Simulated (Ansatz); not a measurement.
C4H7F can be A, `CC(C)=CF`, or B, `C/C=C/CF`.

Computed with Ansatz on PBE0-D4/def2-TZVP structures; ΔE is electronic, products minus reactants. CCSD(T)/CBS is the MP2 limit (def2-TZVPP, def2-QZVPP) plus CCSD(T) − MP2 in def2-TZVPP, frozen cores. Functionals use def2-TZVPP. Each species was taken in one conformer, which may not be the lowest.

A:

```xyz
12

C    -0.035   -0.710   -1.208
C     0.149    0.093    0.036
C    -0.973    0.111    1.023
C     1.253    0.778    0.288
F     2.298    0.804   -0.556
H     0.835   -0.657   -1.860
H    -0.908   -0.357   -1.767
H    -0.222   -1.760   -0.962
H    -1.887    0.503    0.565
H    -0.740    0.724    1.895
H    -1.201   -0.902    1.370
H     1.431    1.373    1.176
```

B:

```xyz
12

C     0.477    1.880   -0.202
C    -0.050    0.580    0.299
C     0.070   -0.577   -0.335
C    -0.453   -1.879    0.157
F    -1.092   -1.754    1.372
H     0.979    1.768   -1.165
H    -0.329    2.611   -0.319
H     1.190    2.313    0.507
H    -0.568    0.592    1.254
H     0.584   -0.627   -1.294
H     0.362   -2.603    0.282
H    -1.171   -2.304   -0.555
```

Q: Which is lower in electronic energy at CCSD(T)/CBS, and by how much? (Best estimate.)

A: Ansatz gave: A, by 14.1 kJ/mol.

Q: Give E(B) − E(A) in kJ/mol with MP2/def2-TZVPP, B2PLYP, PBE0-D4, HF/def2-TZVPP, CCSD(T)/def2-TZVPP, CCSD/def2-TZVPP, PBE-D4. (Best estimate.)

A: The calculation gave: MP2/def2-TZVPP 16.5, B2PLYP 13.7, PBE0-D4 17.4, HF/def2-TZVPP 4.8, CCSD(T)/def2-TZVPP 14.5, CCSD/def2-TZVPP 12.7, PBE-D4 19.6. None reverses the order clearly.

Largest T1 diagnostic: 0.011.

In def2-TZVPP, CCSD(T) changes the Hartree–Fock value by +9.7 kJ/mol (the triples alone add +1.7 kJ/mol) and MP2 by +11.7 kJ/mol.
